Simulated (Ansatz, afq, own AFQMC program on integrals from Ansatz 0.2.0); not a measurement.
**GeH₂O, singlet, reference energies and how methods fare**

```yaml
atoms:
  - { symbol: O, position_ang: [-0.1255, -0.6659, 0.5201] }
  - { symbol: Ge, position_ang: [0.5070, 0.5635, -0.6183] }
  - { symbol: H, position_ang: [0.5499, -1.3231, 0.7271] }
  - { symbol: H, position_ang: [-0.8759, 1.3652, -0.6492] }
```

Geometry: a PBE0/def2-SVP stationary point, not shown to be a minimum. Basis def2-TZVP. Noble-gas cores (and the filled d shells of Ga–Kr and In–Xe) are frozen. Ansatz 0.2.0 and our own AFQMC program on the same integrals; the CISD trial comes from CCSD amplitudes, and released means the phaseless constraint is let go. ± is one standard error of the sampling. No spin–orbit coupling.

Best estimates are CCSD(T) at the basis-set limit (def2-TZVPP/QZVPP) plus the step from CCSD(T) to the highest rung at hand in def2-TZVP, named in the table (released AFQMC can keep some 10 meV of bias). Fragments are relaxed and keep their bonds. No zero-point, core-correlation or spin–orbit terms, no scalar relativity below Rb. Other levels are in def2-TZVP; a dash marks a level that is missing or breaks spin symmetry for a member.

Cautions: inner d shell frozen; no relativity below Rb; no spin-orbit coupling; GeH₂O (singlet): the released energies move by 1.5 errors or more from one time to the next, so no released level is given (meV from the phaseless value at times in 1/Eh: -13 ± 5 at 0.24, -15 ± 5 at 0.51, -3 ± 6 at 0.99, 5 ± 7 at 1.62, -16 ± 8 at 2.40), though the last usable value meets CCSDT(Q) within the noise.

| process | best estimate (kJ/mol) | highest rung |
| --- | --- | --- |
| Ge2–O1 → GeH (doublet) + HO (doublet) | 447 | CCSDT(Q) |
| to free atoms | 1181 | CCSDT(Q) |

Errors against the best estimates in kJ/mol, the processes numbered in the order above:

```
        level   error, 1   error, 2
          MP2         18        -44
      CCSD(T)        -15        -59
ph-AFQMC/CISD  -14 ± 0.5  -58 ± 0.5
  CCSD(T)/CBS          0         -1
          PBE          7          7
       r2SCAN        -11        -13
         PBE0        -18        -40
        B3LYP        -21        -18
      wB97M-V         -7        -11
       B2PLYP        -10        -29
```

Cost at the first geometry (cards were shared with other jobs): PBE0/def2-TZVP, 1.8 s on 1 thread of AMD EPYC 7R13 Processor (Zen 3), with other jobs on the host; RCCSD(T)/def2-TZVP, 3.5 s on 1 × NVIDIA H100 80GB HBM3 with 1 thread of AMD EPYC 7R13 Processor (Zen 3) (shared host); CCSD(T)/def2-QZVPP, 3.2 s on 1 × NVIDIA H100 80GB HBM3 with 1 thread of AMD EPYC 7R13 Processor (Zen 3), with other jobs on the host; CCSDT(Q), 6.5 s on 1 × NVIDIA H100 80GB HBM3 with 1 thread of AMD EPYC 7R13 Processor (Zen 3), with other jobs on the host; ph-AFQMC/CISD with release, 88 s on 1 × NVIDIA H100 80GB HBM3 with 2 threads of AMD EPYC 7R13 Processor (Zen 3) (shared host).

Best estimates are given only where the step beyond CCSD(T) is under 0.3 eV and no member's determinant is very poor (T1 over 0.05, or 0.07 for open shells, ⟨S²⟩ too high by 0.3, two states mixed), so the hardest cases are missing from such tables.

The functionals ran in a triple-zeta set and keep a basis error of their own, a few kJ/mol for each bond in atomization energies and more for double hybrids, so close places among them and the extrapolated levels can swap.

CCSDT and higher add their correlation energy to the determinant of the CCSD(T) run, since their own runs factorise the integrals more tightly (a shift of under 2 meV). Each member of a difference takes its own highest rung, so a best estimate needn't equal the limit plus the step of one row. A walk keeps the symmetry of its determinant, which the program's search chose and which needn't be the lowest solution, so a lower state of the same spin and another symmetry isn't excluded.
